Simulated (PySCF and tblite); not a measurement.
The numbers below are computed, except where a source is named.
Barrier and rate of a rotation

System: C3H3FO2, numbered as in [O:1]=[CH:2]/[C:3]([F:4])=[CH:5]/[OH:6].

Motion: rotation about the C2–C3 bond (torsion O1–C2–C3–F4 from -180° to 0°, rising). The path came from a restrained scan, a climbing-image band and a saddle search at GFN2-xTB; energies are BHandHLYP/pcSseg-1 + D3(BJ)//PBE0-D3(BJ)/def2-SVP, thermal terms GFN2-xTB. Rates follow Eyring's equation with the number of equivalent paths and no tunnelling. Shieldings: GIAO at the same DFT level; methyl-like tops are averaged, other torsions stay as in the two minima; line shapes leave out couplings. Run with tblite and PySCF.

| point | symmetry | E(GFN2) kcal/mol | E(DFT) kcal/mol | ZPE change kcal/mol | lowest mode cm⁻¹ | dipole D |
| --- | --- | --- | --- | --- | --- | --- |
| start | Cs | 0.0 | 0.0 | 0.00 | 160 | 2.41 |
| saddle | C1 | 13.0 | 14.1 | -0.54 | 222i | 2.18 |
| end | Cs | 3.7 | 0.9 | -0.07 | 119 | 3.54 |

- Electronic barrier: 14.1 kcal/mol
- Barrier with zero-point energy: 13.5 kcal/mol
- ΔH‡ (298 K): 13.3 kcal/mol
- ΔS‡ (298 K, symmetry apart): -1.5 cal/(mol K)
- Paths: 2 equivalent paths
- End point: a different minimum
- Mean lifetime of the start against this motion at 298 K: 900 µs
- Cost: 70 s on 1 thread of Intel Xeon Platinum 8488C, shared host (rough), peak memory 0.55 GiB, launched as `OMP_NUM_THREADS=1 python ens_run.py task.json out`

```
T/K  ΔG‡ kcal/mol     k s⁻¹  ΔG kcal/mol  k back s⁻¹
150          13.6  1.1×10⁻⁷          0.8    1.9×10⁻⁶
200          13.6     0.012          0.8       0.098
250          13.6        12          0.8          68
298          13.7      1110          0.9        4740
350          13.8   3.6×10⁴          0.9     1.2×10⁵
400          13.9   4.4×10⁵          0.9     1.3×10⁶
500          14.1   1.4×10⁷          0.9     3.6×10⁷
```

ΔG and ΔG‡ leave out symmetry numbers and mirror images; rates count paths: 2 out, 2 back.

Sites that the motion interchanges:

```
nucleus             site     ppm            scale
    ¹⁹F       F4 (start)  -185.4  δ against CFCl3
    ¹⁹F         F4 (end)  -173.4  δ against CFCl3
    ¹³C       C5 (start)   148.8    δ against TMS
    ¹³C         C5 (end)   157.2    δ against TMS
    ¹³C       C2 (start)   188.5    δ against TMS
    ¹³C         C2 (end)   182.3    δ against TMS
     ¹H  H on C5 (start)    7.32    δ against TMS
     ¹H    H on C5 (end)    6.59    δ against TMS
```

```json
{"nucleus": "¹⁹F", "sites": "F4 (start) / F4 (end)", "¹H MHz": "80", "spread Hz": "903", "coalescence K": "286", "k there s⁻¹": "419"}
{"nucleus": "¹⁹F", "sites": "F4 (start) / F4 (end)", "¹H MHz": "100", "spread Hz": "1129", "coalescence K": "289", "k there s⁻¹": "535"}
{"nucleus": "¹⁹F", "sites": "F4 (start) / F4 (end)", "¹H MHz": "800", "spread Hz": "9033", "coalescence K": "318", "k there s⁻¹": "4800"}
{"nucleus": "¹³C", "sites": "C5 (start) / C5 (end)", "¹H MHz": "80", "spread Hz": "169", "coalescence K": "267", "k there s⁻¹": "70"}
{"nucleus": "¹³C", "sites": "C5 (start) / C5 (end)", "¹H MHz": "100", "spread Hz": "211", "coalescence K": "269", "k there s⁻¹": "89"}
{"nucleus": "¹³C", "sites": "C5 (start) / C5 (end)", "¹H MHz": "800", "spread Hz": "1688", "coalescence K": "294", "k there s⁻¹": "812"}
{"nucleus": "¹³C", "sites": "C2 (start) / C2 (end)", "¹H MHz": "80", "spread Hz": "124", "coalescence K": "263", "k there s⁻¹": "51"}
{"nucleus": "¹³C", "sites": "C2 (start) / C2 (end)", "¹H MHz": "100", "spread Hz": "154", "coalescence K": "266", "k there s⁻¹": "64"}
{"nucleus": "¹³C", "sites": "C2 (start) / C2 (end)", "¹H MHz": "800", "spread Hz": "1234", "coalescence K": "290", "k there s⁻¹": "586"}
{"nucleus": "¹H", "sites": "H on C5 (start) / H on C5 (end)", "¹H MHz": "80", "spread Hz": "59", "coalescence K": "256", "k there s⁻¹": "22"}
{"nucleus": "¹H", "sites": "H on C5 (start) / H on C5 (end)", "¹H MHz": "100", "spread Hz": "73", "coalescence K": "258", "k there s⁻¹": "29"}
{"nucleus": "¹H", "sites": "H on C5 (start) / H on C5 (end)", "¹H MHz": "800", "spread Hz": "586", "coalescence K": "281", "k there s⁻¹": "264"}
```

Unscaled ¹⁹F shifts at such levels can be off by tens of ppm; differences are more reliable.
